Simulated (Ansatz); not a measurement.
Ansatz input

```yaml
crystal:
  lattice:
    - [3.8051284193, 0.0, 0.0]
    - [-1.9025642096, 3.2953378757, 0.0]
    - [0.0, 0.0, 12.2238241102]
  atoms:
    - { symbol: Nd, position: [0.0, 0.0, 0.0], spin: 3.855 }
    - { symbol: Nd, position: [0.0, 0.0, 0.5], spin: 3.874 }
    - { symbol: Nd, position: [0.3333333333, 0.6666666667, 0.75], spin: 3.825 }
    - { symbol: Nd, position: [0.6666666667, 0.3333333333, 0.25], spin: 3.825 }
hamiltonian:
  xc: rpbe
  pseudopotentials:
    kind: paw
    azcp:
      Nd: "pseudopotentials/Nd.paw.azcp"
basis:
  ecutwfc: 420
  fft_grid_basis: typed
kpoints:
  mp_grid: { grid: [13, 13, 4], shift: [0, 0, 0] }
magnetization:
  spin_polarized: true
scf:
  occupations: { method: fermi_dirac, width: 0.05 }
output:
  stress: true
```

Output

```
band count auto-derived: 59 (N_el = 56.0; filled up to band 28; 43 by the electrons, moments and atoms)
Engine: ansatz 0.2.0, aarch64-unknown-linux-gnu
Pseudopotentials: kind: paw
Pseudopotential: Nd, paw, valence charge 14, recommended cutoff 420 eV (normal) 
Functional definition: RPBE
  parameter kappa = 0.804
  parameter beta = 0.06672455060314922
  exchange = rpbe_x(kappa = kappa, mu = beta*pi^2/3)
  correlation = pbe_c(beta = beta)
Crystal: 4 atoms, lattice volume = 153.277 Å³
Basis set: ecut = 420 eV, 3005 PW (Γ)
Bands: 59, of which v1, the nominal top of the filled ones, is band 28 counted from 1 (27 counted from 0)
Symmetry: 12 space group operations
Space group: P-3m1 (ITA 164), of the structure as read, at distance tolerance 5.4e-5 Å
Magnetic group: BNS 164.85 (UNI 1315), of the structure as read, at distance tolerance 5.4e-5 Å
k-points: 77 of 676
Non-local potential: Nd, projectors of the file, l = 0: 3, l = 1: 2, l = 2: 2, l = 3: 3
PAW form: soft (Blöchl's): semilocal exchange-correlation on the pseudo side does not see the compensation charge
PAW frozen core: Nd, regenerated for the run's functional, and the local potential with it (the file was generated under x = pbe(κ = 0.804, μ = 0.2195149727645171), c = pbe(β = 0.06672455060314922))
PAW one-centre angular grid: Nd, 590 points (default); XC on 64 Gauss nodes
Initial density: superposition of atomic densities (chi_scale 0.1, normalization cell)
Starting moments: Σ|m| = 15.379 μB on 4 of 4 sites
Initial wavefunctions: pseudopotential atomic-orbital guess
Functional: x = rpbe, c = pbe(β = 0.06672455060314922)
iter 1 solved again at ethr=7.11e-5 eV; its pass at ethr=3.10e-3 eV (dr2=3.98e-2 eV) is discarded
SCF iter   1: F=—  HF=-29359.211634 eV  |F-HF|=—  |Δ(HF+E_count)|=         —  Δρ=5.26e-2 (↑5.26e-2 ↓4.96e-2)  dr2=4.06e-2  dr2_m=3.65e0  M=15.615 μB ∫|m|=15.615 μB  β_m=0.30  ethr=7.11e-5  ⟨swp⟩=2.1  Hψ=42697  notcnv=0
Mixer restart at iter 1: flushing history
spin=Collinear: Kerker preconditioning applied to the charge; magnetization (m = ρ↑ − ρ↓) channel mixes plain (no charge-response kernel on spin).
SCF iter   2: F=—  HF=-29360.954614 eV  |F-HF|=—  |Δ(HF+E_count)|=         —  Δρ=4.07e-2 (↑4.07e-2 ↓3.49e-2)  dr2=4.68e-2  dr2_m=1.97e0  M=15.844 μB ∫|m|=15.844 μB  β_m=0.30  ethr=7.11e-5  ⟨swp⟩=2.0  Hψ=18173  notcnv=0
...
SCF iter  31: F=—  HF=-29364.448681 eV  |F-HF|=—  |Δ(HF+E_count)|=   9.31e-3  Δρ=4.17e-3 (↑4.17e-3 ↓1.43e-4)  dr2=7.62e-3  dr2_m=6.20e-3  M=17.094 μB ∫|m|=17.094 μB  β_m=0.24  ethr=2.21e-7  ⟨swp⟩=2.8  Hψ=17185  notcnv=0  defer=1071
SCF iter  32: F=—  HF=-29364.442743 eV  |F-HF|=—  |Δ(HF+E_count)|=   5.94e-3  Δρ=4.51e-3 (↑4.51e-3 ↓1.56e-4)  dr2=8.95e-3  dr2_m=7.19e-3  M=17.079 μB ∫|m|=17.079 μB  β_m=0.25  ethr=2.21e-7  ⟨swp⟩=2.0  Hψ=13584  notcnv=0  defer=1117
SCF iter  33: F=—  HF=-29364.466035 eV  |F-HF|=—  |Δ(HF+E_count)|=   2.33e-2  Δρ=2.51e-3 (↑2.51e-3 ↓1.25e-4)  dr2=2.69e-3  dr2_m=2.22e-3  M=17.090 μB ∫|m|=17.090 μB  β_m=0.31  ethr=2.21e-7  ⟨swp⟩=3.1  Hψ=20086  notcnv=0  defer=1115
SCF iter  34: F=—  HF=-29364.463478 eV  |F-HF|=—  |Δ(HF+E_count)|=   2.56e-3  Δρ=2.36e-3 (↑2.36e-3 ↓1.72e-4)  dr2=2.27e-3  dr2_m=1.96e-3  M=17.111 μB ∫|m|=17.111 μB  β_m=0.66  ethr=2.21e-7  ⟨swp⟩=2.1  Hψ=15139  notcnv=0  defer=1171
SCF iter  35: F=—  HF=-29364.459347 eV  |F-HF|=—  |Δ(HF+E_count)|=   4.13e-3  Δρ=3.34e-3 (↑3.34e-3 ↓1.46e-4)  dr2=4.52e-3  dr2_m=3.94e-3  M=17.094 μB ∫|m|=17.094 μB  β_m=0.57  ethr=2.21e-7  ⟨swp⟩=3.2  Hψ=19453  notcnv=0  defer=1071
SCF iter  36: F=—  HF=-29364.470483 eV  |F-HF|=—  |Δ(HF+E_count)|=   1.11e-2  Δρ=1.76e-3 (↑1.76e-3 ↓1.26e-4)  dr2=1.28e-3  dr2_m=1.07e-3  M=17.091 μB ∫|m|=17.091 μB  β_m=0.63  ethr=2.21e-7  ⟨swp⟩=3.2  Hψ=19153  notcnv=0  defer=1232
SCF iter  37: F=—  HF=-29364.462076 eV  |F-HF|=—  |Δ(HF+E_count)|=   8.41e-3  Δρ=1.65e-3 (↑1.65e-3 ↓1.12e-4)  dr2=9.90e-4  dr2_m=9.55e-4  M=17.081 μB ∫|m|=17.081 μB  ethr=2.21e-7  ⟨swp⟩=1.2  Hψ=29172  notcnv=0
Mixer restart at iter 37: flushing history
iteration 37: the SCF's residuals had fallen too slowly under its mixing. It goes on by minimising its free energy, and can end on another state than longer mixing would; under `scf.algorithm: density_mixing` no SCF does so, but by `scf.convergence.dm_fallback`
SCF iter  38: F=—  HF=-29364.486356 eV  |F-HF|=—  |Δ(HF+E_count)|=   2.43e-2  Δρ=9.55e-4 (↑9.55e-4 ↓3.58e-4)  dr2=8.19e-3  dr2_m=2.55e-4  M=17.063 μB ∫|m|=17.063 μB  ethr=2.21e-7  ⟨swp⟩=9.1  Hψ=80877  notcnv=0
SCF iter  39: F=—  HF=-29364.488946 eV  |F-HF|=—  |Δ(HF+E_count)|=   2.59e-3  Δρ=9.43e-4 (↑9.43e-4 ↓8.94e-5)  dr2=5.14e-3  dr2_m=3.08e-4  M=17.087 μB ∫|m|=17.087 μB  ethr=2.21e-7  ⟨swp⟩=6.6  Hψ=56701  notcnv=0
SCF iter  40: F=—  HF=-29364.488997 eV  |F-HF|=—  |Δ(HF+E_count)|=   5.11e-5  Δρ=1.84e-4 (↑1.84e-4 ↓1.33e-5)  dr2=1.96e-4  dr2_m=1.17e-5  M=17.092 μB ∫|m|=17.092 μB  ethr=2.21e-7  ⟨swp⟩=5.3  Hψ=45125  notcnv=0
SCF iter  41: F=—  HF=-29364.488997 eV  |F-HF|=—  |Δ(HF+E_count)|=   3.87e-7  Δρ=7.98e-5 (↑7.98e-5 ↓1.89e-6)  dr2=1.58e-5  dr2_m=2.23e-6  M=17.092 μB ∫|m|=17.092 μB  ethr=2.21e-7  ⟨swp⟩=3.2  Hψ=28382  notcnv=0
SCF iter  42: F=—  HF=-29364.488996 eV  |F-HF|=—  |Δ(HF+E_count)|=   2.57e-7  Δρ=1.64e-5 (↑1.64e-5 ↓1.11e-6)  dr2=8.97e-7  dr2_m=8.99e-8  M=17.091 μB ∫|m|=17.091 μB  ethr=2.81e-8  ⟨swp⟩=1.6  Hψ=22695  notcnv=0
SCF iter  43: F=-29364.488996 eV  HF=-29364.488996 eV  |F-HF|=8.45e-9  |Δ(HF+E_count)|=   1.42e-8  Δρ=2.31e-6 (↑2.31e-6 ↓2.59e-7)  dr2=8.44e-9  dr2_m=1.83e-9  M=17.092 μB ∫|m|=17.092 μB  ethr=1.79e-10  ⟨swp⟩=3.1  Hψ=24813  notcnv=0
SCF iter  44: F=-29364.488996 eV  HF=-29364.488996 eV  |F-HF|=8.46e-9  |Δ(HF+E_count)|=  3.64e-12  Δρ=2.31e-6 (↑2.31e-6 ↓2.59e-7)  dr2=8.44e-9  dr2_m=1.83e-9  M=17.092 μB ∫|m|=17.092 μB  ethr=1.51e-11  ⟨swp⟩=2.1  Hψ=25356  notcnv=0
SCF 1 converged in 44 iterations: F = -29364.488996 eV  dr2 = 8.44e-9
Symmetry: 6 space group operations
k-points: 115 of 676
Initial density: read from a saved state, or passed on in memory by an earlier SCF of this step, an earlier step, the calling program or the single point that the run made first
Starting moments: Σ|m| = 15.379 μB on 4 of 4 sites; this step starts from the density that it was given
Initial wavefunctions: those read from a saved state, or passed on in memory by an earlier step or the calling program
iter 1 solved again at ethr=1.51e-11 eV; its pass at ethr=1.79e-6 eV (dr2=8.45e-9 eV) is discarded
SCF iter   1: F=—  HF=-29364.488996 eV  |F-HF|=—  |Δ(HF+E_count)|=         —  Δρ=2.31e-6 (↑2.31e-6 ↓2.60e-7)  dr2=8.45e-9  dr2_m=1.83e-9  M=17.092 μB ∫|m|=17.092 μB  ethr=1.51e-11  ⟨swp⟩=1.0  Hψ=64155  notcnv=0
spin=Collinear: Kerker preconditioning applied to the charge; magnetization (m = ρ↑ − ρ↓) channel mixes plain (no charge-response kernel on spin).
```

The run was cut off at its time limit.

The f occupation was not exhaustively searched.
